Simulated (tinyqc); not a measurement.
A ladder of methods, and size consistency: correlation methods against full CI in the sto-6g basis, for H2O, spin multiplicity 1. Computed by the program tinyqc with PySCF. 

Geometry (angstrom):

| atom | x | y | z |
|---|---|---|---|
| O | 0.0000 | 0.0000 | 0.0000 |
| H | 0.0000 | 0.9150 | 0.5590 |
| H | 0.0000 | -0.9150 | 0.5590 |

RHF energy of one = -75.653052 hartree

All electrons correlated; +Q is the Davidson correction (1 - c0^2) E_corr. The last columns treat two copies 100 angstrom apart as one system. FCI is the lowest singlet.

Correlation energies (hartree):

| method | E_corr of one | share of FCI (%) | E_corr of two at 100 angstrom | two minus twice one (mhartree) |
|---|---|---|---|---|
| MP2 | -0.04463 | 68.530 | -0.08926 | 0.000 |
| CISD | -0.06362 | 97.692 | -0.12243 | 4.811 |
| CISD+Q | -0.06623 | 101.702 | -0.13131 | 1.152 |
| CCSD | -0.06486 | 99.601 | -0.12973 | 0.000 |
| CCSD(T) | -0.06501 | 99.825 | -0.13002 | 0.000 |
| FCI | -0.06512 | 100.000 | - | - |

MP2 recovers 69 %, CISD 97.7 % and CCSD 99.6 % of the FCI value (c0^2 = 0.959 in CISD). MP2 and coupled cluster are size consistent, so their last column vanishes; CISD loses 4.81 mhartree, since a double excitation on each copy is a quadruple of the pair, and the Davidson correction leaves +1.15.
